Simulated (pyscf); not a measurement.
Thermochemistry of product channels of `[GeH3]` [doublet] + `[CH3][Cl]` on the doublet surface, in kcal/mol, from CCSD(T)/def2-TZVPP + ΔMP2(QZVPP) energies (ideal gas, 1 atm, RRHO with modes under 100 cm⁻¹ raised to 100, one conformer, R ln 2 for rigid chiral ones). Single points on ωB97X-D3(BJ)/def2-SVP structures (PySCF, gas phase). MP2 and CC: frozen core, UHF for open shells. ΔMP2 is the change of the MP2 total energy from the triple- to the quadruple-zeta basis.

```json
[
 {"products": "`[GeH4]` + `[CH2]` [triplet] + `[Cl]` [doublet]", "ΔE": "(withheld)", "ΔH(298 K)": "+106.7", "ΔG(900 K)": "+82.2", "ΔG(1200 K)": "+73.4"},
 {"products": "`[Cl][GeH2]` [doublet] + `[CH4]`", "ΔE": "(withheld)", "ΔH(298 K)": "-33.4", "ΔG(900 K)": "-33.0", "ΔG(1200 K)": "-32.8"},
 {"products": "`[Cl][GeH3]` + `[CH3]` [doublet]", "ΔE": "-12.5", "ΔH(298 K)": "-14.5", "ΔG(900 K)": "-14.5", "ΔG(1200 K)": "-14.9"},
 {"products": "`[GeH4]` + `[CH2][Cl]` [doublet]", "ΔE": "+16.1", "ΔH(298 K)": "+13.0", "ΔG(900 K)": "+11.7", "ΔG(1200 K)": "+10.8"}
]
```

Task: Some entries are withheld; supply them.

Result: 
- `[GeH4]` + `[CH2]` [triplet] + `[Cl]` [doublet], ΔE: +112.2
- `[Cl][GeH2]` [doublet] + `[CH4]`, ΔE: -34.8

These are energies of the channels, which say nothing of barriers. The CCSD(T) − MP2 part came from Ansatz, without density fitting, on the same reference. The frozen core leaves the outer d or s,p core shells of the metals and heavy elements correlated in the MP2 and CC values, and def2-TZVPP describes them poorly, which can shift differences by a few kcal/mol. Left out: orbital degeneracy and the spin-orbit lowering of Cl. Elements up to Kr have no core potential and no relativistic terms here.
